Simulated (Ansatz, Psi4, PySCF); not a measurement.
System: NH2, net charge 0, doublet state. SMILES: [NH2]
Geometry: optimised at B3LYP-D3(BJ)/def2-TZVP (Ansatz, an electronic-structure program).

Property: atomisation energy, in kcal/mol. Conventions: 6-311+G** with 5d; atomisation electronic, to ground-state atoms; frozen cores in correlated levels; non-relativistic; six Cartesian d functions in 6-31G* and its kin unless marked 5d; dispersion terms only where a functional's name holds one; spin-orbit terms left out; open shells spin-unrestricted. CBS marks a two-point X^-3 extrapolation of the correlation energy; Hartree-Fock from the larger set (for Q and 5 zeta extrapolated as (X+1)exp(-9√X)). Ab initio and DFT rows: single points at B3LYP-D3(BJ) geometries (Ansatz).

Coupled cluster (Ansatz) is a level with limits of its own, used here on species with T1 under 0.025 (0.045 for open shells) and stable references: CCSD(T)/CBS(cc-pVQZ,cc-pV5Z).

Value to compare with, CCSD(T)/CBS(cc-pVQZ,cc-pV5Z) (Ansatz): 182.2 kcal/mol.

| level | program | atomisation energy (kcal/mol) | difference |
|---|---|---|---|
| PBE/3-21G | Ansatz | 169.0 | -13.2 |
| BLYP/6-31G* | Ansatz | 182.0 | -0.2 |
| B3LYP/6-31G** | Ansatz | 184.4 | 2.2 |
| PBE0/6-31G* | Ansatz | 175.9 | -6.3 |
| wB97X-D/6-31G* | Psi4 | 176.5 | -5.7 |
| wB97X-D/6-311+G** | Psi4 | 180.6 | -1.6 |
| M06-2X/def2-TZVPD | PySCF | 180.2 | -2.0 |

Among the 6 habitual levels, PBE/3-21G lies farthest from CCSD(T)/CBS(cc-pVQZ,cc-pV5Z) (Ansatz) (-13.2 kcal/mol) and BLYP/6-31G* nearest (-0.2); 1 of 6 lie above it, and their mean absolute difference is 4.9 kcal/mol, the median 4.0. One case shows no general order.

The levels are drawn from those run, B3LYP/6-31G* more often than the rest, none by its result; runs whose electronic state is in doubt are left out.
